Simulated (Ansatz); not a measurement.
A structure relaxed at PBE0-D4/def2-TZVP, charge 0, multiplicity 1:

```
atom   x (Å)   y (Å)   z (Å)
  N1  -0.768   0.935   0.360
  C2  -0.087  -0.289   0.234
  F3  -0.587  -1.168   1.140
  C4   0.569  -0.777  -0.920
  N5   1.361  -0.410  -0.001
  H6  -0.345   1.650  -0.214
  H7  -0.778   1.240   1.326
  H8   0.634  -1.182  -1.925
```

(1) Give its formula and SMILES.

(2) Summarise the bond lengths by kind.

Results:

(1) C2H3FN2, `NC1(F)C=N1`.

(2) 3 × C–N 1.267 to 1.471 Å; 2 × H–N 1.010 to 1.013 Å; 1 × C–F 1.358 Å; 1 × C–C 1.415 Å; 1 × C–H 1.085 Å.

Computed with Ansatz.
